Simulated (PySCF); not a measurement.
## Nitrogen: a sound run and one with changed settings

Sound run: N [He] 2s2 2p3, N⁺ [He] 2s2 2p2. All numbers are calculated (PySCF 2.14, no relativity, point nucleus, in cc-pVDZ (3s2p1d, 14 functions)). In the sound run the correlated levels freeze 1s2. The sound run starts from symmetry-adapted Hartree-Fock orbitals and uses a fine grid where one is needed.

A second run was set up differently.

```csv
species,method,sound run (hartree),changed run (hartree),converged
N,UHF,-54.39111,-53.71901,yes
N,PBE0,-54.53075,-53.83894,yes
N,BP86,-54.57800,-53.87482,yes
N,MP2,-54.46186,-53.71901,yes
N⁺,UHF,-53.88047,-53.24264,yes
N⁺,PBE0,-53.99268,-53.34076,yes
N⁺,BP86,-54.03890,-53.38104,yes
N⁺,MP2,-53.93437,-53.25331,yes
N⁺,CCSD(T),-53.95698,-53.26332,yes
```

Ionisation energy of N:

| method | sound run (eV) | changed run (eV) |
| --- | --- | --- |
| UHF | 13.895 | 12.963 |
| PBE0 | 14.642 | 13.556 |
| BP86 | 14.670 | 13.436 |
| MP2 | 14.354 | 12.672 |
| SCS-MP2 | 14.144 | 12.614 |

Problem. What was changed?
A. minimal basis
B. angular grid far too coarse
C. radial grid too coarse
D. too few SCF iterations

Solution. A. It used basis STO-3G. A minimal basis cannot let orbitals breathe on ionisation and holds almost no correlation.
